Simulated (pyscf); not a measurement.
## Insertion: S=Ge: (SMILES [S]=[Ge]) [singlet] + HF (SMILES F) → F–GeH=S (SMILES [F][GeH]=[S])

Gas phase, singlet surface, charge 0. Bonds broken: F3–H4. Bonds formed: Ge1–F3, Ge1–H4. Structures and frequencies: ωB97X-D3(BJ)/def2-SVP in PySCF. MP2 and CC: frozen core, UHF for open shells. ΔMP2 is the change of the MP2 total energy from the triple- to the quadruple-zeta basis.

Transition state (Å):

```xyz
4

Ge     0.2916     0.4179    -0.6045
S      2.1186     0.9575    -1.1805
F     -0.1547     0.1645     1.3008
H     -1.0047     0.0048     0.2398
```

One imaginary mode, 1445i cm⁻¹; descent along it reached the two sides named.

```tsv
bond	change	reactant side (Å)	saddle	product side
F3–H4	breaks	0.926	1.369	2.547
Ge1–F3	forms	2.8	1.973	1.734
Ge1–H4	forms	3.2	1.601	1.526
```

Electronic energies relative to the separated reactants (eV):

| level | barrier | reaction energy | reverse barrier |
|---|---|---|---|
| ωB97X-D3(BJ)/def2-TZVP | 1.73 | -0.42 | 2.15 |
| PBE/def2-TZVP | 1.34 | -0.27 | 1.61 |
| r²SCAN/def2-TZVP | 1.42 | -0.44 | 1.86 |
| B3LYP-D3(BJ)/def2-TZVP | 1.70 | -0.20 | 1.90 |
| PBE0-D3(BJ)/def2-TZVP | 1.61 | -0.34 | 1.95 |
| M06-2X/def2-TZVP | 1.78 | -0.47 | 2.25 |
| ωB97M-D3(BJ)/def2-TZVP | 1.81 | -0.22 | 2.03 |
| HF/def2-TZVP | 2.61 | -0.27 | 2.87 |
| MP2/def2-QZVPP | 1.86 | -0.18 | 2.03 |
| CCSD/def2-TZVPP | 2.07 | -0.22 | 2.28 |
| CCSD(T)/def2-TZVPP | 1.92 | -0.20 | 2.12 |
| CCSD(T)/def2-TZVPP + ΔMP2(QZVPP) | 1.93 | -0.13 | 2.06 |

With CCSD(T)/def2-TZVPP + ΔMP2(QZVPP) energies and thermal terms (ideal gas, 1 atm, RRHO with modes under 100 cm⁻¹ raised to 100, one conformer, R ln 2 for chiral ones without a mode under 150 cm⁻¹), in eV:

```json
[
 {"T (K)": "298", "ΔH‡": "1.81", "ΔG‡": "2.18", "ΔH": "-0.16", "ΔG": "+0.21"},
 {"T (K)": "600", "ΔH‡": "1.81", "ΔG‡": "2.55", "ΔH": "-0.16", "ΔG": "+0.59"},
 {"T (K)": "900", "ΔH‡": "1.81", "ΔG‡": "2.91", "ΔH": "-0.14", "ΔG": "+0.96"},
 {"T (K)": "1200", "ΔH‡": "1.82", "ΔG‡": "3.28", "ΔH": "-0.11", "ΔG": "+1.32"}
]
```

The same reactants have a lower exit, to F–Ge:–SH [singlet] (barrier +0.12 eV at ωB97M-D3(BJ), against +1.81 eV here). F–GeH=S lies 0.84 eV over its isomer F–Ge:–SH [singlet] (electronic energy, ωB97M-D3(BJ)). One saddle was located; it need not be the lowest between these sides. The CCSD(T) − MP2 part came from Ansatz, without density fitting, on the same reference. The frozen core leaves the outer d or s,p core shells of the metals and heavy elements correlated in the MP2 and CC values, and def2-TZVPP describes them poorly, which can shift differences by a few kcal/mol. Elements up to Kr have no core potential and no relativistic terms here.
